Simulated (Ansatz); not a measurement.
# CH3Al (singlet): the correlation ladder at distance Al1–H3 = 1.698 Å, cc-pVDZ

One table from this session's results is given with a row withheld; the runs are named, their logs left out.

The runs use Ansatz 0.2.0, Gaussian basis; cc-pVDZ, core rule «outside noble gas», up to 6 orbitals frozen.

Plan: UHF; CCSD(T) on RHF; CCSD(T) on UHF; BCCD(T) on RHF; CISD; CCSDT(Q) on RHF; CCSDT(Q) on UHF; CASSCF and MRCISD+Q, 2 electrons in 2 orbitals; CASSCF and NEVPT2, 2 electrons in 2 orbitals.

23 further runs of the same task are left out: 2 for a known fault of the program, 16 that didn't finish, 5 set aside as unsound or not needed.

**What is computed**

The geometry derives from a PBE0/def2-TZVP stationary point (not a proven minimum). One bond is set to the value named and the two fragments are kept rigid.

5 atoms, charge 0, spin multiplicity 1.

Atoms are counted from 1 here; the program's logs count them from 0.

Bond lengths: Al1–C2 1.845 Å, Al1–H3 1.698 Å, Al1–H4 1.583 Å, C2–H5 1.084 Å. Angles: C2–Al1–H3 115.2°, C2–Al1–H4 115.2°, H3–Al1–H4 129.7°, Al1–C2–H5 180.0°.

Set-up of the first run:

File in.yaml:

```yaml
crystal:
  periodic: [false, false, false]
  atoms:
    - {symbol: Al, position_ang: [0.000000, -0.002502, 0.564212]}
    - {symbol: C, position_ang: [0.000000, -0.002502, -1.280835]}
    - {symbol: H, position_ang: [0.000000, 1.534290, 1.286343]}
    - {symbol: H, position_ang: [0.000000, -1.434978, 1.237326]}
    - {symbol: H, position_ang: [0.000000, -0.002502, -2.364524]}
basis:
  gaussian: {orbitals: cc-pVDZ}
magnetization: {spin_polarized: true, initial_magnetization: 0}
hamiltonian: {xc: hf}
output: {orbitals: {seedname: orbitals}}
```

Started as:

```
ansatz run in.yaml --threads 1 --pin off --events-out ev --progress --plain --max-ram 2393MiB
```

Among the steps run: UHF; CCSD(T) on RHF; CCSD(T) on UHF; BCCD(T) on RHF; CISD; CCSDT(Q) on RHF; CCSDT(Q) on UHF; CASSCF and MRCISD+Q, 2 electrons in 2 orbitals; CASSCF and NEVPT2, 2 electrons in 2 orbitals.

One of the session's tables, all rows but one given; the rest of the session is left out.

It belongs to the step «Misses and costs». 

| method | from RCCSDT(Q) (meV) |
| --- | --- |
| RHF | +5978.3 |
| UHF | +5024.8 |
| RMP2 | +1362.6 |
| UMP2 | +832.8 |
| CISD | +695.9 |
| RCCSD | +235.4 |
| UCCSD | -319.6 |
| RCCSD(T) | +71.3 |
| UCCSD(T) | ? |
| BCCD(T) | +69.8 |
| RCCSDT | +16.7 |
| UCCSDT | -804.5 |
| RCCSDT(Q) | 0 |
| UCCSDT(Q) | -859.1 |

Q: Estimate the row for UCCSD(T) from the others.

The run gave: from RCCSDT(Q) (meV): -514.7. In the column «from RCCSDT(Q) (meV)» it lies between UCCSDT (-804.5) and UCCSD (-319.6).

Left out of the table: CASSCF pair, NEVPT2 pair, MRCISD pair, MRCISD+Q pair (the active space lost an orbital or holds another state than full CI finds).

Caveats from the session: The determinant is far from a pure spin state, so its energy mixes those of several spin states (harmless only where they are near-degenerate, as at dissociation). The program flags UCCSD(T), UCCSDT(Q) as in doubt, so those rows may rest on another solution; read them beside their warnings. Warnings: restricted reference is unstable; spin contamination; large T1 diagnostic. Restricted and unrestricted rows rest on different reference determinants; where their highest levels disagree by more than a few hundredths of an eV, they describe different states and don't form one ladder. Warnings in the runs' records: passed over end.
